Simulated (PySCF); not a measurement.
## GaH⁻, quartet in aug-cc-pVDZ: errors against full CI

Geometry: that of the GaH⁻, doublet, kept fixed. The doublet lies 1.5 eV lower here.

```
atom   x (Å)   y (Å)   z (Å)
  Ga  0.0000  0.0000  0.0000
   H  0.0000  0.0000  1.7244
```

Basis aug-cc-pVDZ; PySCF 2.14.0. Only valence electrons are correlated (noble-gas cores and the filled d shells of p-block atoms frozen), which leaves 5 electrons in 31 orbitals. Prefix R: restricted or restricted open-shell reference; prefix U: unrestricted. No spin–orbit coupling is included, and no scalar relativity. This anion state lies near or above the neutral species, so the extra electron is weakly bound or unbound and the energies hang on the diffuse functions.

Full CI is exact within this basis and frozen core; it isn't the basis-set limit. The frozen core follows each run's orbitals, which can shift R against U totals by a few meV for light atoms and by up to 0.1 eV past Ca.

* UHF ⟨S²⟩: 3.759
* T1 diagnostic (ROHF- or RHF-based CCSD): 0.0393
* largest doubles amplitude (ROHF- or RHF-based CCSD): 0.056

```
   level  E − E(full CI) (meV)  share of correlation (%)  wall time
     RHF                  1847                      0.00          –
    RMP2                   550                     70.24          –
   RCCSD                    81                     95.64          –
RCCSD(T)                    24                     98.72     0.74 s
  RCCSDT                     2                     99.88      8.8 s
```

The correlation energy at full CI, counted from RHF, is -1.847 eV. Full CI, over all symmetries tried, took 3.6 min on 1 thread of INTEL XEON PLATINUM 8581C, shared host; the state has 243,572 determinants.

Run but not shown, since their state, orbitals or frozen core can't be matched to the reference's or they repeat it: UHF, UMP2, UCCSD, UCCSD(T).

Times are those of the correlated step on a shared host, with one SCF added for the restricted CCSD run; they ran on 1 thread of INTEL XEON PLATINUM 8581C.

The full-CI state has the irrep A2 of C2v, in the program's axes (one component, if the state is degenerate).

Natural occupations of full CI about the gap: 1.925 0.994 0.975 0.975 0.033 0.015 0.015 0.011 0.011 0.009; effectively unpaired electrons, Σ n²(2−n)², 3.03.
